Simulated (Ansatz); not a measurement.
C3H6O2 can be A, `COC1CO1`, or B, `C=C(O)CO`.

Calculated with Ansatz (gas phase, PBE0-D4/def2-TZVP geometries, no zero-point term in ΔE). CCSD(T)/CBS is the MP2 limit (def2-TZVPP, def2-QZVPP) plus CCSD(T) − MP2 in def2-TZVPP, frozen cores. Functionals use def2-TZVPP. B3LYP here is the variant with VWN-RPA as its local correlation; programs differ in this. Each species was taken in one conformer, which may not be the lowest.

Task: Which isomer does CCSD(T)/CBS put lower? Give the gap. (Best estimate.)

Result: The calculation gave: B, by 23.5 kcal/mol.

Task: Give E(B) − E(A) in kcal/mol with B3LYP-D4, HF/def2-TZVPP, ωB97M-V, PBE0-D4, CCSD/def2-TZVPP, MP2/def2-TZVPP, B2PLYP. (An estimate is asked.)

Result: The calculation gave: B3LYP-D4 -23.1, HF/def2-TZVPP -21.9, ωB97M-V -21.9, PBE0-D4 -20.7, CCSD/def2-TZVPP -22.1, MP2/def2-TZVPP -22.0, B2PLYP -22.5. None reverses the order clearly.

Largest T1 diagnostic: 0.012.
